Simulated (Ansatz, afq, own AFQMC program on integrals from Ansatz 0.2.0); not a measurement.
Where AFQMC and coupled cluster stand for H$_{3}$, doublet

| atom | x (Å) | y (Å) | z (Å) |
| --- | --- | --- | --- |
| H | 0.0000 | 0.0000 | -0.9713 |
| H | 0.0000 | 0.0000 | 0.0567 |
| H | 0.0000 | 0.0000 | 0.9147 |

Basis cc-pVTZ. Only valence electrons are correlated. AFQMC by an in-house program on the Cholesky factors that Ansatz 0.2.0 writes for its CCSD(T) run. ph-AFQMC/CISD is guided by a CISD state made of CCSD amplitudes; releasing the constraint for a short imaginary time cuts its bias at the price of noise, slowly where states lie close. ± is one standard error of the sampling.

Determinant: UHF, the one that the program's search chose, which needn't be the lowest solution. The geometry is a point of a scan.

Full CI on the same integrals is exact in this basis and with this determinant's frozen core.

The T1 diagnostic is 0.0201. The weight of the determinant in the CISD state is 0.969, the ⟨S²⟩ of the determinant is 0.782 and the size of the correlated space is 3 electrons in 42 orbitals.

```tsv
level	correlation energy (eV)
MP2	-1.0376
CCSD	-1.3624
CCSD(T)	-1.3740
```

Estimate where phaseless AFQMC with a CISD trial lies against CCSD(T) on the same integrals.

2.4 ± 0.2 meV below CCSD(T).

Reference: full CI, correlation energy -1.377 eV. The released energy is read at 2.40 1/Eh (meV from the phaseless value at times in 1/Eh: -0.07 ± 0.17 at 0.24, -0.24 ± 0.14 at 0.51, -0.54 ± 0.09 at 0.99, -0.49 ± 0.10 at 1.62, -0.65 ± 0.14 at 2.40).

```json
{"level": "CCSD(T)", "E − E(reference) (meV)": "3.0", "share of correlation (%)": "99.78"}
{"level": "ph-AFQMC/CISD", "E − E(reference) (meV)": "0.6 ± 0.2", "share of correlation (%)": "99.95"}
{"level": "released AFQMC", "E − E(reference) (meV)": "0.0 ± 0.1", "share of correlation (%)": "100.00"}
```

A walk keeps the symmetry of its determinant, which the program's search chose and which needn't be the lowest solution, so a lower state of the same spin and another symmetry isn't excluded. Released energies are given only where the last usable release times agree within the noise; a slower fall can still hide under it.
